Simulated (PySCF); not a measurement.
**Bond length, frequency and bond energy of C₂⁻ by level of theory**

State: doublet, unpaired electrons σ ↑. Set-up: PySCF, no relativity, basis sets C def2-TZVPPD. De refers to C + C⁻ in their high-spin ground configurations, without counterpoise correction. The functionals are run spin-unrestricted.

| Level | Re (Å) | ωe (cm⁻¹) | De (eV) |
| --- | --- | --- | --- |
| UHF | 1.245 | 1943 | n/a |
| UHF-MP2 | 1.277 | 1773 | n/a |
| UHF-SCS-MP2 | 1.275 | 1782 | n/a |
| UHF-CCSD | 1.266 | 1830 | n/a |
| UHF-CCSD(T) | 1.274 | 1781 | n/a |
| LDA | 1.257 | 1859 | 9.85 |
| PBE | 1.267 | 1815 | 9.01 |
| PBEsol | 1.265 | 1826 | 9.28 |
| revPBE | 1.271 | 1798 | 8.67 |
| r²SCAN | 1.260 | 1852 | 8.35 |
| M06-L | 1.259 | 1858 | 8.54 |
| PBE0 | 1.257 | 1874 | 8.38 |
| HSE06 | 1.256 | 1873 | 8.36 |
| MN15 | 1.256 | 1877 | n/a |

The bond length runs from 1.245 Å (UHF) to 1.277 Å (UHF-MP2). De spans 8.35 eV (r²SCAN, meta-GGA) to 9.85 eV (LDA, local density).

Correlated steps freeze 2 core orbitals. The highest Kohn–Sham level is positive in this anion. Much of that is self-interaction error, but it also means that the finite basis helps to hold the extra electron. The state was picked by a PBE0 search and need not be the measured ground state.

The whole job (state search and all levels along the bond) took about 2.9 min on 1 thread of AMD EPYC 9R45 96-Core (shared host), peak memory 1.9 GiB.
